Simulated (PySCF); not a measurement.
Work out the structure from these simulated measurements.

Formula: C3H6FN.

| Item | Value |
| --- | --- |
| Triplet | lowest triplet excitation (Tamm–Dancoff): 7.01 eV [TDA wB97X-D/def2-SVPD] |
| XPS | C1s 291.7, C1s 291.8, C1s 293.1, N1s 405.4, F1s 692.4 eV [ΔSCF SCAN, pcX-2 on the ionised atom, pcseg-1 elsewhere, spin-free X2C] |
| Valence photoelectron | vertical ionisation energy: 9.97 eV [ΔSCF wB97X-D/def2-SVPD] |
| Rotational structure | rotational constants A, B, C: 13.935, 3.181, 2.884 GHz [PBE0-D3(BJ)/def2-SVP] |
| Polarisability | 44.3 au [wB97X-D/def2-SVPD] |
| Couplings | largest of the computed one-bond spin–spin couplings (means over like bonds): 19F–13C -232.8, 13C–1H +183.1, 13C–1H +170.9, 13C–1H +169.3, 13C–1H +156.1, 13C–1H +153.5, 15N–1H -61.3, 13C–13C +57.6 Hz [B3LYP/pcJ-1, spin–dipole term left out for some pairs] |
| 1H NMR | chemical shifts (computed TMS as zero) by class: 4.51 (1 H), 3.21 (1 H), 1.87 (1 H), 1.63 (1 H), 1.36 (1 H), -0.39 (1 H) ppm [GIAO HF/pcSseg-2] |
| UV, first state | lowest singlet excitation: 7.22 eV (172 nm, f = 0.004) [TDDFT wB97X-D/def2-SVPD] |
| 13C NMR | chemical shifts (computed TMS as zero) by class: 81.8 (1 C), 23.9 (1 C), 21.4 (1 C) ppm [GIAO HF/pcSseg-2] |

Electronic properties: PySCF, gas phase, density fitting. Levels stand in brackets. One conformer (not necessarily the lowest) at the PBE0-D3(BJ)/def2-SVP geometry, without solvent, vibrations or thermal averaging. NMR values are class means; diastereotopic atoms form classes of their own.

Question: Give a SMILES that accounts for the data.

Answer: Numbering: `[F:1][CH2:2][C@H:3]1[CH2:4][NH:5]1`. Its formula, C3H6FN, gives 1 degree of unsaturation: 1 ring and 0 π bonds in the structure found. 3 carbons fall into 3 classes; from least to most shielded: sp3 C–F carbon [C2] (81.8 ppm), ring sp3 carbon bound to nitrogen [C3] (23.9 ppm), ring sp3 carbon bound to nitrogen [C4] (21.4 ppm). Hydrogen classes from least to most shielded: 1 H on an sp3 C–F carbon, C2 (4.51 ppm), 1 H on an sp3 C–F carbon, C2 (3.21 ppm), 1 H on an sp3 carbon bound to nitrogen, C3 (1.87 ppm), 1 H on an sp3 carbon bound to nitrogen, C4 (1.63 ppm), 1 H on an sp3 carbon bound to nitrogen, C4 (1.36 ppm), 1 H on a secondary amine nitrogen, N5 (-0.39 ppm). The couplings run between: -232.8 Hz, alkyl fluorine [F1] and sp3 C–F carbon [C2]; +183.1 Hz, sp3 carbon bound to nitrogen [C4] and its hydrogen; +170.9 Hz, sp3 carbon bound to nitrogen [C4] and its hydrogen; +169.3 Hz, sp3 carbon bound to nitrogen [C3] and its hydrogen; +156.1 Hz, sp3 C–F carbon [C2] and its hydrogen; +153.5 Hz, sp3 C–F carbon [C2] and its hydrogen; -61.3 Hz, secondary amine nitrogen [N5] and its hydrogen; +57.6 Hz, sp3 C–F carbon [C2] and sp3 carbon bound to nitrogen [C3]. The core levels belong to: C1s 291.7 eV, sp3 carbon bound to nitrogen [C4]; C1s 291.8 eV, sp3 carbon bound to nitrogen [C3]; C1s 293.1 eV, sp3 C–F carbon [C2]; N1s 405.4 eV, secondary amine nitrogen [N5]; F1s 692.4 eV, alkyl fluorine [F1]. The first electron is taken from the HOMO, whose largest Löwdin shares are 0.55 on the secondary amine nitrogen, 0.15 on an sp3 carbon bound to nitrogen, 0.14 on an sp3 carbon bound to nitrogen and 0.04 on the N–H hydrogen. The optimised geometry has point group C1 and is an asymmetric top. Structure: `FC[C@H]1CN1`. Computed isomers that give other values at the same levels: `NC/C=C/F` (rotational constant A: 15.317 GHz; this holds for the one conformer computed); `[H]/N=C\CCF` (rotational constant A: 22.575 GHz; this holds for the one conformer computed); `C=C(F)CN` (core binding energies: C1s 290.4, C1s 292.1, C1s 292.9, N1s 405.2, F1s 693.0 eV). The assignments are read from this structure; whether some other isomer fits the data as well wasn't checked. The mirror image fits equally.

The values belong to the conformer `[F:1][CH2:2][C@H:3]1[CH2:4][NH:5]1`: F1–C2–C3–C4 87°.
